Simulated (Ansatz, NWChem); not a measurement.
# Worked example: the enthalpy of formation of C2H4Cl2 (1,1-dichloroethane)

C2H4Cl2: 8 atoms, total charge 0, spin state singlet. SMILES: `CC(Cl)Cl`. Geometry: relaxed at PBE0-D4/def2-TZVP.

| atom | x (Å) | y (Å) | z (Å) |
| --- | --- | --- | --- |
| C | 0.2130 | 0.7981 | -0.0021 |
| C | -0.1859 | -0.6454 | 0.1318 |
| Cl | 1.1078 | -1.7157 | -0.4510 |
| Cl | -1.6975 | -0.9677 | -0.7457 |
| H | 0.3896 | 1.0478 | -1.0485 |
| H | -0.5831 | 1.4358 | 0.3860 |
| H | 1.1271 | 0.9799 | 0.5657 |
| H | -0.3710 | -0.9328 | 1.1638 |

Total energies at SVWN5/cc-pVDZ (NWChem 7.3.0); the atoms run unrestricted:

```
species    state  energy (Eh)
C2H4Cl2  singlet  -995.317228
      C  triplet   -37.457783
     Cl  doublet  -458.638416
      H  doublet    -0.477467
```

Harmonic wavenumbers at PBE0-D4/def2-TZVP, in cm⁻¹: 267, 275, 318, 407, 663, 713, 997, 1073, 1112, 1254, 1306, 1406, 1472, 1477, 3065, 3143, 3148, 3165.

Measured heats of formation of the gaseous atoms at 298.15 K, in kJ/mol: C 716.9, Cl 121.3, H 218.0. Spin-orbit lowering of the atoms at 298 K (mean of the ground term's levels less their thermal mean, from spectra), in kJ/mol: C 0.02, Cl 3.44. Take 1 Eh = 2625.50 kJ/mol, 1 cm⁻¹ = 0.0119627 kJ/mol, RT = 2.479 kJ/mol.

Problem. Work out the heat of formation of the gas at 298 K.

Solution. 
1. Electronic atomisation energy: 2 × (-37.457783) + 2 × (-458.638416) + 4 × (-0.477467) − (-995.317228) = 1.214962 Eh = 3189.9 kJ/mol.
2. Zero-point energy: half the sum of the wavenumbers, 12630.5 cm⁻¹ = 151.1 kJ/mol.
3. Thermal vibrational enthalpy, Σ hcν̃/(exp(hcν̃/kT) − 1): 5.2 kJ/mol. Translation, rotation and pV of a non-linear molecule: 4 RT = 9.9 kJ/mol.
4. The 8 free atoms carry 5/2 RT each: 49.6 kJ/mol.
5. Spin-orbit coupling lowers the free atoms by 2 × 0.02 + 2 × 3.44 = 6.9 kJ/mol.
6. Atomisation enthalpy at 298 K: 3189.9 − 6.9 − 151.1 − 5.2 − 9.9 + 49.6 = 3066.4 kJ/mol.
7. Sum of the atoms' heats of formation: 2548.4 kJ/mol. Heat of formation: 2548.4 − 3066.4 = -518.0 kJ/mol.

The tabulated value is -127.4 kJ/mol (Active Thermochemical Tables), so this level is off by -390.6 kJ/mol, or 14.6 % of the atomisation enthalpy that the table implies (2675.7 kJ/mol). The LDA overbinds, which puts heats of formation too low. Anharmonicity and any spin-orbit splitting of the molecule are left out.
